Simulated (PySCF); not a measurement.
# Threshold energies of NO in a plasma

PBE0 in PySCF with def2-TZVP on every atom, for the lowest determinant that a PBE0 search found; no spin–orbit coupling.

```tsv
species	state (unpaired electrons)	Re (Å)	ωe (cm⁻¹)	energy of the minimum from the neutral (eV)	De (eV)	dissociates to
NO	doublet (π ↑)	1.140	2031	0.00	6.64	N + O
NO⁺	singlet (closed shell)	1.054	2530	9.53	10.94	N + O⁺
```

Q: Work out the lowest energy to break NO into atoms, from its vibrational ground state.

A: D0 = De − ωe/2 = 6.64 − 0.13 = 6.51 eV (PBE0/def2-TZVP).

Q: Work out the ionisation energy of the O atom at this level and the threshold of dissociative ionisation.

A: IE(O) = 9.53 + 10.94 − 6.64 = 13.83 eV, so N + O⁺ + e⁻ appears at D0 + IE(O) = 20.34 eV (PBE0/def2-TZVP). The measured IE(O) is 13.618 eV (NIST ASD).

These are thermodynamic thresholds; the onsets seen under electron impact lie higher where the geometry changes, and cross-sections peak well above them.

For an ion De counts to the pair picked by the measured ionisation energies or electron affinities, which need not be the lowest pair at this level. States were picked by a PBE0 search and need not be the measured ground states.
